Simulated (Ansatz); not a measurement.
Chalcopyrite CdGeAs2 was calculated with PBEsol (plane waves, PAW; Ansatz, a quantum-chemistry and plane-wave program).

Settings: plane-wave cutoff 520 eV, 8×8×8 k mesh, Fermi–Dirac smearing 0.01 eV, scalar-relativistic PAW data made under PBE.

Shape and atoms are relaxed at each volume.

Pressure at four volumes; x = ln(V/24.964 Å³). One pressure is withheld.

```
V (Å³/atom)        x  P (GPa)
-----------  -------  -------
23.965       -0.0408     2.72
24.964        0.0000     0.00
25.463        0.0198    -1.15
25.962        0.0392        ?
```

Pass a parabola P(x) through the three rows shown, estimate the bulk modulus and its pressure derivative near zero pressure, and predict the withheld pressure.

Slopes between the rows: (0.00 − (2.72))/(0.0000 − (-0.0408)) = -66.67 and (-1.15 − (0.00))/(0.0198 − (0.0000)) = -58.08 GPa. Their difference over the span 0.0606 is c = 8.59/0.0606 = 141.7 GPa, so P(x) = 2.72 + (-66.67)(x − (-0.0408)) + 141.7 (x − (-0.0408))(x − (0.0000)). At the middle row B = −dP/dx = −[-66.67 + 141.7 × 0.0408] = 60.9 GPa, and B′ = dB/dP = 2c/B = 4.7. At x = 0.0392 the parabola gives -2.17 GPa; the run gives -2.17 GPa. The Birch–Murnaghan fit to the energies at all volumes has B0 = 60.7 GPa and B′ = 4.7.

Measured, for comparison: bulk modulus 69.9 GPa (temperature not stated, no zero-point or thermal correction; as tabulated in Toher et al. (2017), arXiv:1611.05714). Computed less measured: bulk modulus -13 %.

Note: this level leaves the solid without a gap, although one is measured.
